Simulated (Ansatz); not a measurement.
# C2H4N− (SMILES C=[C-]N): functionals against CCSD(T) at one geometry

The task here is to estimate one member of a computed series from the others.

Computed with Ansatz 0.2.0, Gaussian basis. Level: single points in def2-TZVPPD.

Cores are frozen in the correlated methods.

## Starting geometry

SMILES `C=[C-]N`, 7 atoms, charge -1, spin multiplicity 1.

Atoms are counted from 1 here; the program's logs count them from 0.

Bond lengths: C1–C2 1.340 Å, C1–H4 1.049 Å, C1–H5 1.287 Å, C2–N3 1.518 Å, N3–H6 1.005 Å, N3–H7 1.083 Å. Angles: C2–C1–H4 111.5°, C2–C1–H5 126.8°, H4–C1–H5 121.4°, C1–C2–N3 108.9°, C2–N3–H6 121.7°, C2–N3–H7 105.1°, H6–N3–H7 109.4°.

Geometry (Å):

```xyz
7

C    -0.95020    0.13130   -0.53240
C     0.01940   -0.78190   -0.38220
N     1.20310   -0.13180    0.31200
H    -1.79410   -0.27860   -1.00120
H    -0.95940    1.33140   -0.06650
H     1.13460    0.77870    0.73210
H     1.52120   -0.84880    1.05870
```

The first run:

run/in.yaml reads:

```yaml
crystal:
  periodic: [false, false, false]
  atoms:
    - {symbol: C, position_ang: [-0.950200, 0.131300, -0.532400]}
    - {symbol: C, position_ang: [0.019400, -0.781900, -0.382200]}
    - {symbol: N, position_ang: [1.203100, -0.131800, 0.312000]}
    - {symbol: H, position_ang: [-1.794100, -0.278600, -1.001200]}
    - {symbol: H, position_ang: [-0.959400, 1.331400, -0.066500]}
    - {symbol: H, position_ang: [1.134600, 0.778700, 0.732100]}
    - {symbol: H, position_ang: [1.521200, -0.848800, 1.058700]}
basis:
  gaussian: {orbitals: "def2-TZVPPD.json"}
total_charge: -1
correlation: {method: ccsd_t}
output: {forces: true}
```

The basis file named in the input lies beside it (Basis Set Exchange, JSON).

No record of the launch command was kept for these runs.

Among the steps run: CCSD(T)/def2-TZVPPD; PBE0-D4/def2-TZVPPD; wB97M-V/def2-TZVPPD; r2SCAN-D4/def2-TZVPPD; PBE-D4/def2-TZVPPD; wB97X-V/def2-TZVPPD; B97M-V/def2-TZVPPD.

One table of the session follows, with a row left open; its other results are not shown here.

```
   method  RMS force component (eV/Å)  angle to CCSD(T) forces (°)
  CCSD(T)                       1.616                    reference
  PBE0-D4                       1.668                          8.6
  wB97M-V                       1.622                          7.2
r2SCAN-D4                       1.620                          7.5
   PBE-D4                       1.611                          8.6
  wB97X-V                           ?                            ?
   B97M-V                       1.633                         10.2
```

Q: Estimate the row for wB97X-V from the others.

**Answer.** RMS force component (eV/Å): 1.651; angle to CCSD(T) forces (°): 5.7. In the column «RMS force component (eV/Å)» it lies between B97M-V (1.633) and PBE0-D4 (1.668).

To keep in mind: The anion's highest level is positive in at least one run, so there the basis alone may hold the extra electron.
